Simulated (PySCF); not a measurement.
**Molecular orbitals of Cl₂**

r²SCAN at R = 2.033 Å; Cl def2-SVPD; no relativity (PySCF 2.14). State: ¹Σg⁺ (singlet), closed shell. Only the outer orbitals are listed.

```csv
orbital,occ.,ε (eV),main shells (%)
σg,2,-24.52,91 s
σu,2,-20.21,96 s
σg,2,-12.58,"90 p, 9 s"
πu,2,-10.47,98 p
πu,2,-10.47,98 p
πg,2,-7.89,99 p
πg,2,-7.89,99 p
σu,0,-4.76,98 p
σg,0,1.45,95 s
```

Which are the highest filled and the lowest empty level, where do they sit, and how wide is the gap?

Highest filled πg at -7.89 eV (in %: 99 p); lowest empty σu at -4.76 eV (in %: 98 p); the gap at r²SCAN is 3.13 eV.

```json
{
 "bond order (Mayer)": "1.15",
 "⟨S²⟩": "0.000"
}
```
